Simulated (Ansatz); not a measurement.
Job for Ansatz (a program for electronic structure): R-r2SCAN/def2-TZVPP on ethylene (SMILES C=C), atoms moved off the minimum.

Ansatz 0.2 input:
```yaml
crystal:
  periodic: [false, false, false]
  atoms:
    - {symbol: C, position_ang: [-0.77258883, 0.03323967, -0.07201976]}
    - {symbol: C, position_ang: [0.63994418, 0.09685248, -0.07805321]}
    - {symbol: H, position_ang: [-1.29140967, 0.94054246, 0.08419988]}
    - {symbol: H, position_ang: [-1.36122616, -0.91666087, -0.09568007]}
    - {symbol: H, position_ang: [1.33353070, -0.81084438, -0.20006137]}
    - {symbol: H, position_ang: [1.26673978, 1.14381099, 0.07358634]}
basis:
  gaussian:
    orbitals: def2-TZVPP
hamiltonian:
  xc: {name: r2SCAN}
scf: {lower_state_search: off}
output: {forces: true}
```

Give the final energy of this run.

-78.5391 hartree.
